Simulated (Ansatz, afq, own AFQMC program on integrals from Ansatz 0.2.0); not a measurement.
Two steps: Ansatz 0.2.0 writes the Fock matrix and Cholesky factors of the valence space, and afq projects on them the lowest state that overlaps trial and start.

```yaml
crystal:
  periodic: [false, false, false]
  atoms:
    - {symbol: Zr, position_ang: [0.000000, 0.000000, 0.000000]}
    - {symbol: C, position_ang: [0.000000, 0.000000, 1.711236]}
basis:
  gaussian: {orbitals: def2-TZVP}
magnetization: {spin_polarized: false}
correlation: {method: ccsd_t, electrons: outside_noble_gas, hamiltonian_folder: ham}
```

```sh
$ ansatz run in.yaml --threads 1 --pin off --events-out ev --progress --plain --max-ram 15360MiB --backend cuda --devices 0, --max-vram 18GiB
```

Options of the walk:

```
--method free --trial cisd --walkers 4000 --time-step 0.03 --max-blocks 4000 --target-error 0.00034 --factor-cut 1e-05 --seed 5623 --times 0,0.3,0.6,1.2,1.8,2.4,3.6,4.8,6 --taylor-order 8
```

Times are imaginary, in 1/Eh. The walk had a cap of 114 s. Core potentials past Kr, no spin–orbit coupling.

Log:

```
orbitals 66  electrons 4 4  factors 510 of 562
reference energy -84.15176870 Eh
CCSD correlation -0.25979090 Eh in 16 cycles, weight of the determinant in the CISD state 0.8435
repeat  energy at the last time / Eh  error
    10  -84.433691  0.000833
    20  -84.433719  0.000547
    30  -84.434327  0.000526
    40  -84.434385  0.000499
    50  -84.434396  0.000461
time / (1/Eh)  energy / Eh  error  mean overlap
  0.00  -84.411537  0.000117  1.1858
  0.30  -84.422993  0.000103  1.1862
  0.60  -84.427188  0.000123  1.1917
  1.20  -84.430490  0.000127  1.2035
  1.80  -84.432081  0.000142  1.2116
  2.40  -84.432434  0.000148  1.2251
  3.60  -84.433535  0.000227  1.2510
  4.80  -84.433497  0.000304  1.2770
  6.00  -84.434438  0.000425  1.2980
energy -84.434438 +/- 0.000425 Eh
```

The run passed its tests (error under three times the target), which doesn't prove that it has relaxed, ending at its cap on processor time.

Against this walk (error 11.6 meV) on the same determinant: CCSD(T) 66.1 meV higher, CCSDT(Q) 16.8 meV lower (within the noise). The error is statistical, and a free projection of finite length keeps a remainder of its start. None of these is a sure reference here. The last points scatter (meV from the last: 64 ± 4 at 1.80, 55 ± 4 at 2.40, 25 ± 6 at 3.60, 26 ± 8 at 4.80, 0 ± 12 at 6.00); the last is the one printed as the energy, and the gaps above move with that scatter.

Cautions: remainder of the start not in the error; error above the target (11.6 against 9.3 meV); no spin-orbit coupling; outer-core shells of the metal frozen; restricted determinant unstable towards unrestricted (UHF 922 meV lower, ⟨S²⟩ 1.25); strong correlation (T1 0.041, weight of the determinant 0.84, largest double 0.05); (T) is large, 8 % of the CCSD correlation.

The walk took 1.9 min on 2 threads of a server CPU with a shared H100 80 GB, shared host (the card was shared). The log's last line is the free-projection energy.

CCSDT and higher add their correlation energy to the determinant of the CCSD(T) run, since their own runs factorise the integrals more tightly (a shift of under 2 meV). A walk keeps the symmetry of its determinant, which the program's search chose and which needn't be the lowest solution, so a lower state of the same spin and another symmetry isn't excluded.
